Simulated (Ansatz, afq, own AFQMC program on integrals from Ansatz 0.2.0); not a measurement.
Integrals from Ansatz 0.2.0, then the random walk in our own AFQMC program (afq).

```yaml
crystal:
  periodic: [false, false, false]
  atoms:
    - {symbol: Cl, position_ang: [-0.813682, 0.000000, 0.000000]}
    - {symbol: H, position_ang: [0.558318, 0.000000, 0.000000]}
    - {symbol: C, position_ang: [1.881318, 0.000000, 0.000000]}
    - {symbol: H, position_ang: [1.881318, -1.080023, 0.000000]}
    - {symbol: H, position_ang: [1.881318, 0.540011, 0.935327]}
    - {symbol: H, position_ang: [1.881318, 0.540012, -0.935327]}
basis:
  gaussian: {orbitals: cc-pVTZ}
magnetization: {spin_polarized: true, initial_magnetization: 1}
correlation: {method: ccsd_t, electrons: outside_noble_gas, hamiltonian_folder: ham}
```

```sh
$ ansatz run in.yaml --threads 1 --pin off --events-out ev --progress --plain --max-ram 16896MiB --backend cuda --devices 0, --max-vram 18GiB
```

afq runs on the folder ham with

```
--method phaseless --trial cisd --walkers 600 --populations 10 --least-time 60 --time-step 0.005 --steps-per-block 50 --equilibration-blocks 28 --max-blocks 4000 --target-error 0.00023 --factor-cut 1e-05 --start spin_pure --seed 3901 --release-times 0.24,0.51,0.99,1.5 --release-step 0.03 --release-every 4 --taylor-order 6
```

Times are imaginary, in 1/Eh. The walk had a cap of 240 s. With eight or more populations the least sampling time is a fifth of least-time, and the error comes from their spread.

Log:

```
orbitals 114  electrons 8 7  factors 665 of 669
reference energy -499.64989888 Eh
CCSD correlation -0.41746874 Eh in 10 cycles, weight of the determinant in the CISD state 0.8593
energy of the start -500.065360 Eh
 block  time / (1/Eh)  mean weight  energy / Eh
     1     0.250  0.9994  -500.059669
     2     0.500  1.0004  -500.067108
     3     0.750  0.9974  -500.074310
     4     1.000  0.9998  -500.077945
     5     1.250  0.9992  -500.078295
     7     1.750  0.9995  -500.084814
     9     2.250  1.0002  -500.083751
    17     4.250  0.9987  -500.084337
    33     8.250  1.0008  -500.085926
    49    12.250  1.0016  -500.083868
    65    16.250  0.9985  -500.082619
    81    20.250  0.9995  -500.083076
    97    24.250  0.9995  -500.083488
   113    28.250  1.0005  -500.083432
   129    32.250  0.9987  -500.083536
   145    36.250  0.9999  -500.082719
   161    40.250  0.9998  -500.085171
   177    44.250  1.0005  -500.084031
   193    48.250  1.0001  -500.082389
   209    52.250  0.9997  -500.085545
   225    56.250  1.0005  -500.085089
   241    60.250  0.9999  -500.082780
   257    64.250  0.9996  -500.084323
   273    68.250  1.0010  -500.083564
   289    72.250  0.9996  -500.081542
   297    74.250  1.0013  -500.086420
   305    76.250  0.9998  -500.084556
   313    78.250  0.9990  -500.080460
   321    80.250  1.0000  -500.081006
   337    84.250  1.0005  -500.082628
error from the spread of 10 populations
released: time / (1/Eh)  energy / Eh  error  mean overlap
  0.24  -500.084268  0.000206  0.9932
  0.51  -500.084378  0.000217  0.9882
  0.99  -500.084561  0.000299  0.9778
  1.50  -500.084283  0.000299  0.9735
energy -500.083819 +/- 0.000225 Eh
(rows thinned)
```

The run passed its tests (sampling time, drift between the halves within three errors, error under three times the target), which doesn't prove that it has relaxed.

Against this walk (error 6.1 meV) on the same determinant: CCSD(T) 36.2 meV higher. The error is statistical and leaves out the bias of the constraint. Released to 1.50 1/Eh the energy moves by -13 ± 10 meV (both errors), within twice the noise.

Cautions: constraint bias not in the error.

The walk took 3.9 min on 1 × NVIDIA H100 80GB HBM3 with 2 threads of AMD EPYC 7R13 Processor (Zen 3), with other jobs on the host (the card was shared). The log's last line is the phaseless energy.

A walk keeps the symmetry of its determinant, which the program's search chose and which needn't be the lowest solution, so a lower state of the same spin and another symmetry isn't excluded.
